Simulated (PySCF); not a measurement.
**CCl⁻: energy against distance**

Set-up: C aug-cc-pVDZ, Cl aug-cc-pV(D+d)Z; no relativity (PySCF 2.14). Energies in eV from C + Cl⁻ in their ground configurations at the same level. All curves are PBE0. state 1: ³Σ⁻ (triplet), unpaired electrons π ↑↑; state 2: Ms = 0 determinant of mixed spin (⟨S²⟩ near 1.0), unpaired electrons π ↑↓, a mixture of terms (⟨Lz²⟩ = 2.0), a second solution, started from another occupation; state 3: singlet, one real π or δ orbital doubly filled, a mixture of terms (⟨Lz²⟩ = 2.0), a second solution, started from another occupation.

```
R (Å)  state 1  state 2  state 3
1.598   -1.518   -1.181  -0.2200
1.672   -1.798   -1.451  -0.4401
1.746   -1.946   -1.590  -0.5319
1.802   -1.997   -1.634  -0.5435
1.858   -2.010   -1.642  -0.5207
1.914   -1.996   -1.623  -0.4732
1.988   -1.948   -1.569  -0.3829
2.081   -1.855   -1.469  -0.2434
2.192   -1.717   -1.325  -0.0568
2.341   -1.517   -1.116   0.1989
```

Task: Put a parabola through the three lowest points of the state 1 curve and estimate Re, k and ωe (reduced mass 8.934 u; 1 eV/Å² = 0.16022 mdyn/Å; ωe = 1302.8·√(k/μ) cm⁻¹).

Result: Through R = 1.802, 1.858, 1.914 Å the second-order coefficient is 4.30 eV/Å², so Re ≈ 1.857 Å, k ≈ 1.38 mdyn/Å and ωe ≈ 512 cm⁻¹. A polynomial fit of higher order to the unrounded PBE0 energies gives Re = 1.855 Å, k = 1.42 mdyn/Å, ωe = 520 cm⁻¹; anharmonicity and rounding make the difference.

The higher-order fit for each curve: state 1: Re = 1.855 Å, ωe = 520 cm⁻¹, De = 2.01 eV; state 2: Re = 1.845 Å, ωe = 530 cm⁻¹, minimum 1.64 eV below the ground-state fragments; state 3: Re = 1.791 Å, ωe = 598 cm⁻¹, minimum 0.54 eV below the ground-state fragments.

For an ion De counts to the pair picked by the measured ionisation energies or electron affinities, which need not be the lowest pair at this level. The highest Kohn–Sham level is positive in this anion. Much of that is self-interaction error, but it also means that the finite basis helps to hold the extra electron. The state is the lowest determinant that a PBE0 search found; another state may lie lower at other levels.
